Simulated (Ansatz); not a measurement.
A made-up structure of CH$_{3}$OSi (charge +1), closed shell:

O1  (1.324, 1.003, -1.014)
C2  (0.422, 0.312, -0.324)
Si3  (-0.903, -0.637, 0.699)
H4  (1.843, 1.286, -1.427)
H5  (-2.317, -0.824, -0.083)
H6  (-0.368, -1.140, 2.150)
(Å)

It is relaxed with PBE-D4/def2-SVP and then PBE0-D4/def2-TZVP (Ansatz 0.2.0). Atoms count as bonded within 1.22 times the sum of their covalent radii (H–H: 0.88 Å). The end point is not checked to be a true minimum.

(1) Does its bonding change? (Judge from chemistry; the calculation decides.)

## Answers

(1) By the calculation: No: no bond forms or breaks.

Where it ends: The first stage lowers the energy by 5.15 eV in 15 steps. It ends as CH₃OSi ([OH][C][SiH2]), total charge +1:
```
atom    x (Å)    y (Å)    z (Å)
  O1   1.0639   1.2018  -0.7647
  C2   0.3562   0.3304  -0.2654
 Si3  -0.8395  -0.4798   0.6662
  H4   1.7457   0.8815  -1.4009
  H5  -2.0317  -0.8330  -0.1164
  H6  -0.2946  -1.1008   1.8811
```

Labels in which every atom is bracketed show which atoms are joined, not bond orders.

For scale, one of the runs: PBE0-D4/def2-TZVP relaxation, 117 basis functions, launched by `ansatz run in.yaml --threads 2 --pin off --events-out ev --progress --plain --max-ram 4352MiB`. The run took about 14 s on 2 CPU threads of an Arm Neoverse V2 (shared host).
